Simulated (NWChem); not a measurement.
# Correlation energy of Si₂

```
Si
Si 1 2.1533
```
Charge 0, spin multiplicity 3.

Program: NWChem. All single points use one geometry, from UPBE0/def2-SVP, a minimum by its harmonic frequencies.

Basis set: def2-TZVP. Each correlation energy counts from its own Hartree-Fock reference.

```tsv
method	correlation energy (mHa)
UMP2	-173.8
SCS-UMP2	-173.8
CCSD on UHF	-199.9
CCSD[T] on UHF	-215.6
CCSD(T) on UHF	-215.1
CCSD on ROHF	-205.8
CCSD[T] on ROHF	-222.8
CCSD(T) on ROHF	-222.5
```

The values span 49.0 mHa, from CCSD[T] on ROHF (lowest) to SCS-UMP2 (highest). 

The correlated methods keep 10 core orbitals frozen. This spin state was chosen for the runs; another may lie lower. The structure started from a generated list of species. The unpaired electrons of the parent sit in orbitals of symmetry ag and b2u (D2h labels of the run); other states weren't searched. The stability of the SCF solutions was not checked. Open-shell Hartree-Fock references start from PBE0 orbitals. Coupled-cluster values serve here as a point of comparison, not as the truth.
